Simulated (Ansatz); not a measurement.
**CH2Li2 (SMILES [Li][CH2][Li]): one structure at several levels**

An exercise on one series of results from a longer session: the logs are not shown, and one member is left open.

Method: single points in def2-TZVPP; program: Ansatz 0.2.0, Gaussian basis.

Cores are frozen in the correlated methods. The outer core shell of Li, Na, Mg and K is correlated.

**The system as given**

SMILES `[Li][CH2][Li]`, 5 atoms, charge 0, spin multiplicity 1.

Atoms are counted from 1 here; the program's logs count them from 0.

Bond lengths: Li1–C2 1.863 Å, C2–Li3 1.911 Å, C2–H4 1.139 Å, C2–H5 1.057 Å. Angles: Li1–C2–Li3 100.4°, Li1–C2–H4 111.6°, Li1–C2–H5 112.7°, Li3–C2–H4 110.5°, Li3–C2–H5 111.7°, H4–C2–H5 109.6°.

As a file:

```xyz
5

Li   -0.7175   -1.0228    1.1924
C    -0.1225    0.1560   -0.1220
Li    1.7094   -0.3719   -0.2566
H    -0.2022    1.2396    0.2186
H    -0.6325    0.0348   -1.0402
```

Set-up of the first run:

Contents of run/in.yaml:

```yaml
crystal:
  periodic: [false, false, false]
  atoms:
    - {symbol: Li, position_ang: [-0.717500, -1.022800, 1.192400]}
    - {symbol: C, position_ang: [-0.122500, 0.156000, -0.122000]}
    - {symbol: Li, position_ang: [1.709400, -0.371900, -0.256600]}
    - {symbol: H, position_ang: [-0.202200, 1.239600, 0.218600]}
    - {symbol: H, position_ang: [-0.632500, 0.034800, -1.040200]}
basis:
  gaussian: {orbitals: def2-TZVPP}
correlation: {method: ccsd_t}
output: {forces: true}
```

The command line of these runs was not kept.

Among the steps run: CCSD(T)/def2-TZVPP; PBE0-D4/def2-TZVPP; wB97M-V/def2-TZVPP; r2SCAN-D4/def2-TZVPP; PBE-D4/def2-TZVPP; BLYP-D4/def2-TZVPP; HSE06-D4/def2-TZVPP.

One of the session's tables, all rows but one given; the rest of the session is left out.

| method | RMS force component (eV/Å) | angle to CCSD(T) forces (°) | dipole (D) |
| --- | --- | --- | --- |
| CCSD(T) | 0.750 | reference | 6.14 |
| PBE0-D4 | 0.742 | 6.1 | 6.28 |
| wB97M-V | 0.732 | 4.6 | 6.30 |
| r2SCAN-D4 | 0.739 | 4.6 | 6.30 |
| PBE-D4 | ? | ? | ? |
| BLYP-D4 | 0.730 | 5.6 | 5.83 |
| HSE06-D4 | 0.742 | 6.1 | 6.27 |

Q: Estimate the row for PBE-D4 from the others.

**Answer.** RMS force component (eV/Å): 0.754; angle to CCSD(T) forces (°): 8.6; dipole (D): 5.90. In the column «RMS force component (eV/Å)» it is the highest.
